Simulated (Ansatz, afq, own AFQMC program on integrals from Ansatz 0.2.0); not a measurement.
BeLi⁻, singlet: a scan with AFQMC

```xyz
2

Li    0.0000    0.0000    0.0000
Be    0.0000    0.0000    2.9360
```

The Li1–Be2 distance is changed with both sides rigid. Energies in kcal/mol count from this geometry (2.936 Å) at the same level; the start stands on RHF, each point on the determinant named.

Basis aug-cc-pVDZ. Noble-gas cores (and the filled d shells of Ga–Kr and In–Xe) are frozen. Ansatz 0.2.0 and our own AFQMC program on the same integrals; the CISD trial comes from CCSD amplitudes, and released means the phaseless constraint is let go. Uncertainties: one standard error, sampling alone.

Cautions, each for one point or more: higher spins were not checked; restricted determinant unstable towards unrestricted; strong correlation; the ph-AFQMC/CISD walk drifts between its halves.

```json
{"r(Li1–Be2) / Å": "2.623", "det.": "RHF", "T1": "0.071", "weight": "0.76", "MP2": "1.3", "wB97M-V": "1.4", "CCSD(T)": "0.8"}
{"r(Li1–Be2) / Å": "3.289", "det.": "RHF", "T1": "0.062", "weight": "0.78", "MP2": "0.3", "wB97M-V": "0.2", "CCSD(T)": "0.7"}
{"r(Li1–Be2) / Å": "4.043", "det.": "RHF", "T1": "0.048", "weight": "0.80", "MP2": "2.0", "wB97M-V": "2.0", "CCSD(T)": "2.7"}
{"r(Li1–Be2) / Å": "5.428", "det.": "RHF", "T1": "0.036", "weight": "0.80", "MP2": "4.0", "wB97M-V": "4.7", "CCSD(T)": "4.9"}
{"r(Li1–Be2) / Å": "7.858", "det.": "RHF", "T1": "0.034", "weight": "0.80", "MP2": "5.2", "wB97M-V": "6.1", "CCSD(T)": "6.0"}
```

Problem. Estimate the curve of full CI, counted from the same start.

Solution. 
```
r(Li1–Be2) / Å  det.     T1  weight  FCI  ph-AFQMC/CISD  released AFQMC  CCSDT(Q)
         2.623   RHF  0.071    0.76  0.7      0.5 ± 0.4       0.7 ± 0.3       0.8
         3.289   RHF  0.062    0.78  0.8      1.0 ± 0.3               –       0.8
         4.043   RHF  0.048    0.80  3.1      2.2 ± 0.3       2.7 ± 0.4       3.1
         5.428   RHF  0.036    0.80  5.6      5.3 ± 0.3       5.6 ± 0.4       5.6
         7.858   RHF  0.034    0.80  6.9      6.6 ± 0.2       6.7 ± 0.3       6.9
```

Weight is that of the determinant in the CISD state; at the start T1 is 0.067 and the weight 0.77. A dash marks a missing value, a released energy that hasn't settled or a functional that sits on another state. Largest departures from full CI: CCSD(T) -0.9 kcal/mol at 7.858 (on RHF), ph-AFQMC/CISD -0.9 kcal/mol at 4.043 (on RHF), released AFQMC -0.4 kcal/mol at 4.043 (on RHF) (within the noise), CCSDT(Q) -0.1 kcal/mol at 7.858 (on RHF), MP2 -1.8 kcal/mol at 7.858 (on RHF), wB97M-V -1.1 kcal/mol at 4.043. Functionals count only at points shown to share the start's state and spin. In this small basis the wave-function levels are far from their limit, so their gap to the functionals isn't the functionals' error. In total energy ph-AFQMC/CISD lies 41 ± 9 meV above full CI at the start, so its agreement along the curve rests in part on cancellation.

CCSDT and higher add their correlation energy to the determinant of the CCSD(T) run, since their own runs factorise the integrals more tightly (a shift of under 2 meV). A walk keeps the symmetry of its determinant, which the program's search chose and which needn't be the lowest solution, so a lower state of the same spin and another symmetry isn't excluded. Released energies are given only where the last usable release times agree within the noise; a slower fall can still hide under it.
